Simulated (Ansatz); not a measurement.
Run this with the Python package of Ansatz (0.2.0) and show what comes out.

The script, `relaxed_scan.py`:
```python
"""One bond of CH3NS held at set lengths while the rest relaxes."""

import warnings

import ansatz as az
import numpy as np

warnings.simplefilter("ignore", az.DeckWarning)

mol = (
    az.Crystal.molecule()
    .atom("N", (-1.0131, -0.7386, -0.5842))
    .atom("C", (-0.0955, 0.0012, -0.1215))
    .atom("S", (0.6349, -0.4874, 1.3522))
    .atom("H", (-1.3233, -0.2641, -1.4724))
    .atom("H", (0.2774, 0.9035, -0.6469))
    .atom("H", (1.5616, 0.5213, 1.4267))
)

base = (
    mol.calculation()
    .basis(gaussian="def2-SVP")
    .functional("pbe")
)
symbols = [site.symbol for site in mol.cartesian_sites]
pairs = [(0, 1), (0, 3), (1, 2), (1, 4), (2, 5)]
print("held (A)   E (eV)        ", "  ".join(f"{symbols[i]}{i}-{symbols[j]}{j}" for i, j in pairs))
for length in [1.26, 1.37, 1.48, 1.65, 1.85]:
    rep = base.relax(constraints=[az.DistanceConstraint((2, 5), at=length)], force_tolerance=0.02, max_steps=60).run(threads=1, pin="off").report
    xyz = np.array(rep["positions_ang"])
    print(f"{length:6.2f} {rep['free_energy_ev']:14.5f}  ", "  ".join(f"{np.linalg.norm(xyz[i] - xyz[j]):.3f}" for i, j in pairs))
```

Output of `python relaxed_scan.py`:
```text
held (A)   E (eV)         N0-C1  N0-H3  C1-S2  C1-H4  S2-H5
  1.26   -13397.26247   1.275  1.033  1.778  1.116  1.260
  1.37   -13397.41477   1.275  1.033  1.778  1.116  1.370
  1.48   -13397.27459   1.276  1.033  1.778  1.116  1.480
  1.65   -13396.77471   1.275  1.033  1.778  1.115  1.650
  1.85   -13396.03895   1.275  1.033  1.776  1.114  1.850
```

Total energies depend on the basis set; only differences at equal settings carry meaning. The energies are electronic: no zero-point or thermal terms, and the basis set is short of its limit. The script silences the warnings on its input, which a real study should read. Timing: 53 s on 1 thread of Arm Neoverse V1, with other jobs on the host, peak memory 0.2 GiB.

(Lines on the test bed's own set-up are left out of the output.)
